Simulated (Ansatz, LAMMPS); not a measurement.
Fluorite CeO2, electronic dielectric constant ε∞

Reference value: 5.31 (measured, temperature not stated, not corrected to a static lattice; as tabulated in Toward a consistent prediction of defect chemistry in CeO2 (PMC9835833)).

```
level (code)                                        value  cell (Å³/atom)
--------------------------------------------  -----------  --------------
ionic model grimes2000 (shell model, LAMMPS)         5.88           13.20
LDA (Ansatz)                                  7.72 ± 0.02           12.82
PBE (Ansatz)                                            …           13.59
PBEsol (Ansatz)                               7.77 ± 0.02           13.11
r²SCAN (Ansatz)                                      6.94           13.39
```

Question: Some entries are withheld; supply them.

Answer: 
- PBE (Ansatz, an electronic-structure program), value: 7.86 ± 0.02

Differences against the reference: ionic model grimes2000 +10.7 %, LDA +45 %, PBE +48 %, PBEsol +46 %, r²SCAN +31 %.

Closest of the ranked levels: ionic model grimes2000 (+10.7 %). Among them PBE (+48 %) misses by most. Of the ranked levels only ionic model grimes2000 lands within 20 %. All 5 levels lie above the reference. A very large miss is first of all the level's own, though another phase or state, or a fault of the measured value, is possible (LDA, PBE, PBEsol).

The reference isn't brought to a static lattice, while the calculations are for one, so the differences are not the levels' errors alone. The crystal itself was run without spin with LDA, PBE, PBEsol, r²SCAN; a magnetic state was not tried in these runs. A ± on a computed value is a rough bar: the spread of its extrapolation, a floor set from checks against published values, or a statistical error. Each level is taken at its own relaxed cell. Cutoffs differ between the levels. Ansatz's density-functional and Hartree–Fock values are scalar-relativistic unless marked +SOC, with PAW data made under PBE.

Empirical potentials (ionic model grimes2000) are fitted to chosen data: where that held the value shown, agreement is built in, and what lay outside the fit can be far off.

Differences are worked out from the printed values.
